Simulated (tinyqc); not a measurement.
Worked calculation: RKS/LDA (VWN5) in the sto-3g basis, for H2O, spin multiplicity 1. One step of it, computed by the program tinyqc.

Task: Iteration 12 (converged): orbitals. Diagonalise F' = X^T F X, C = X C', fill 5 alpha and 5 beta electrons from the bottom; D = 2 C_occ C_occ^T. Each column has its largest component positive (the first on a tie).

converged F (hartree), lower triangle:
```
             1O 1s      1O 2s     1O 2px     1O 2py     1O 2pz      2H 1s      3H 1s
1O 1s   -18.195730
1O 2s    -4.752147  -1.886004
1O 2px    0.000000   0.000000  -0.056945
1O 2py    0.000000   0.000000   0.000000  -0.133561
1O 2pz   -0.012909  -0.071561   0.000000   0.000000  -0.111647
2H 1s    -0.416930  -0.351761   0.000000  -0.151746  -0.113758  -0.188812
3H 1s    -0.416930  -0.351761   0.000000   0.151746  -0.113758  -0.071944  -0.188812
```

X, lower triangle:
```
            1O 1s      1O 2s    1O 2px     1O 2py     1O 2pz      2H 1s     3H 1s
1O 1s    1.022754
1O 2s   -0.128916   1.074030
1O 2px   0.000000   0.000000  1.000000
1O 2py   0.000000   0.000000  0.000000   1.033476
1O 2pz  -0.003281   0.027573  0.000000   0.000000   1.014589
2H 1s    0.013344  -0.133633  0.000000  -0.111000  -0.071005   1.050571
3H 1s    0.013344  -0.133633  0.000000   0.111000  -0.071005  -0.025715  1.050571
```

Give: F' = X^T F X; orbital energies; coefficients C; D after iteration 12.

Result:

F' = X^T F X (hartree), lower triangle:
```
          1        2        3        4        5        6        7
1  -17.8318
2   -2.5447  -1.0007
3    0.0000   0.0000  -0.0569
4    0.0000   0.0000   0.0000  -0.0759
5   -0.0207  -0.0348   0.0000   0.0000  -0.0871
6   -0.0153  -0.1550   0.0000  -0.1432  -0.0933  -0.0904
7   -0.0153  -0.1550   0.0000   0.1432  -0.0933  -0.0242  -0.0904
```

orbital energies (hartree): MO1 -18.2083, MO2 -0.7112, MO3 -0.2737, MO4 -0.1716, MO5 -0.0569, MO6 0.0569, MO7 0.1316

coefficients C:
```
            MO1      MO2      MO3      MO4     MO5      MO6      MO7
1O 1s    0.9929  -0.2514   0.0000   0.0938  0.0000  -0.0714   0.0000
1O 2s    0.0291   0.9364   0.0000  -0.4307  0.0000   0.3787   0.0000
1O 2px   0.0000   0.0000   0.0000   0.0000  1.0000   0.0000   0.0000
1O 2py   0.0000   0.0000   0.6299   0.0000  0.0000   0.0000   0.8343
1O 2pz   0.0019   0.1137   0.0000   0.7072  0.0000   0.7261   0.0000
2H 1s   -0.0043   0.1269   0.4522   0.3975  0.0000  -0.6116  -0.6221
3H 1s   -0.0043   0.1269  -0.4522   0.3975  0.0000  -0.6116   0.6221
```

D after iteration 12, lower triangle:
```
          1O 1s    1O 2s  1O 2px   1O 2py  1O 2pz    2H 1s   3H 1s
1O 1s    2.1158
1O 2s   -0.4939   2.1264
1O 2px   0.0000   0.0000  2.0000
1O 2py   0.0000   0.0000  0.0000   0.7934
1O 2pz   0.0794  -0.3960  0.0000   0.0000  1.0260
2H 1s    0.0023  -0.1050  0.0000   0.5696  0.5911   0.7573
3H 1s    0.0023  -0.1050  0.0000  -0.5696  0.5911  -0.0606  0.7573
```
